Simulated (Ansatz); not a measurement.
## Ge (P6₃/mmc, No. 194, 4 atoms in the cell; start mp-1007760; another form than the element's usual one)

Calculation: PBEsol (PAW; Ansatz, a first-principles code).

Settings: plane-wave cutoff 500 eV, 12×12×6 k mesh (along the axes of the cell as run), Fermi–Dirac smearing 0.05 eV, scalar-relativistic PAW data made under PBE.

Cell (relaxed at this level):

```xyz
4
Lattice="3.9978 0.0000 0.0000 -1.9989 3.4622 0.0000 0.0000 0.0000 6.5938" Properties=species:S:1:pos:R:3 pbc="T T T"
Ge     1.9989     1.1541     0.4143
Ge     0.0000     2.3081     6.1795
Ge     0.0000     2.3081     3.7112
Ge     1.9989     1.1541     2.8826
```

```yaml
band_gap: zero (no gap)
```

Note: the relaxation could not lower the start's symmetry, so the cell can be a saddle point above a distorted one.

Spin–orbit coupling is not included.

Static lattice: no zero-point or thermal effects.

The result took very roughly 70 core-seconds.

A start named mp-… is a Materials Project structure, which need not be a measured phase.
